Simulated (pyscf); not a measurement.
Single points on ωB97X-D3(BJ)/def2-SVP structures (PySCF, gas phase).

Q: Estimate the classical barrier height and the reaction energy of H₃Si–Si(SiH₃)(SiH₃)–Cl + SiH₃• → H₃Si–Cl + H₃Si–Si•(SiH₃)–SiH₃ at B3LYP-D3(BJ)/def2-TZVP. The step runs on the doublet surface, breaks Cl–Si and forms Cl–Si; take the separated reactants as zero.

A: ΔE‡ = 7.2 kcal/mol, ΔE = -9.0 kcal/mol. ωB97M-D3(BJ)/def2-TZVP gives 11.7 kcal/mol and -10.2 kcal/mol. Zero-point energy shifts the barrier by +0.6 kcal/mol. It is an atom transfer, with an imaginary mode of 473i cm⁻¹. This is the saddle that the search found; another between the same sides may lie lower. The angle at the transferred Cl is 180°.
